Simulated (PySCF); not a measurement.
Nuclear quadrupole coupling in propylene oxide

Propylene oxide, C3H6O.
SMILES with atom numbers: `[CH3:1][C@@H:2]1[CH2:3][O:4]1` (hydrogens: H5, H6, H7 on C1; H8 on C2; H9, H10 on C3)

Structure used (PBE0-D3(BJ)/def2-SVP), in Å, numbered top down from 1:
```xyz
10
C3H6O angstrom
C     -1.227   -0.094    0.152
C      0.107    0.439   -0.276
C      1.355   -0.288   -0.037
O      0.998    0.827    0.748
H     -1.114   -0.794    0.992
H     -1.725   -0.617   -0.680
H     -1.885    0.727    0.478
H      0.086    1.131   -1.132
H      1.319   -1.262    0.470
H      2.211   -0.146   -0.709
```

Field gradients from the PBE0/pcSseg-1 density (PySCF, non-relativistic), principal values in atomic units, ordered |Vxx| ≤ |Vyy| ≤ |Vzz|:

| atom | Vxx | Vyy | Vzz |
| --- | --- | --- | --- |
| O4 | 1.0080 | 1.2604 | -2.2684 |

Question: Find the asymmetry η = (Vxx − Vyy)/Vzz and the couplings χ = eQV/h (234.96 MHz × Q in barn × V in au), with Q(17O) = −0.0256 b.

Answer: 
```csv
atom,environment,nucleus,η,χzz (MHz),χxx (MHz),χyy (MHz)
O4,epoxide oxygen,17O,0.11,13.64,-6.06,-7.58
```

The tensor is traceless: Vxx + Vyy + Vzz = 0.

Question: What is Vzz at O4 in SI units (1 au = 9.71736 × 10²¹ V/m²)?

Answer: -2.2684 au = -22.043 × 10²¹ V/m².

Were the hydrogens deuterons (Q(2H) = 0.00286 b), χzz would run from 191 kHz (H8) to 196 kHz (H5 and H6).

Geometry: PBE0-D3(BJ)/def2-SVP; no solvent, vibrations or thermal averaging. The small basis limits the accuracy of the gradients.

These values come from a run that also computed NMR shieldings. The run took 6.9 s on one thread of an Intel Xeon Platinum 8259CL at 2.50 GHz (shared host), and the process peaked at 0.47 GiB of memory.
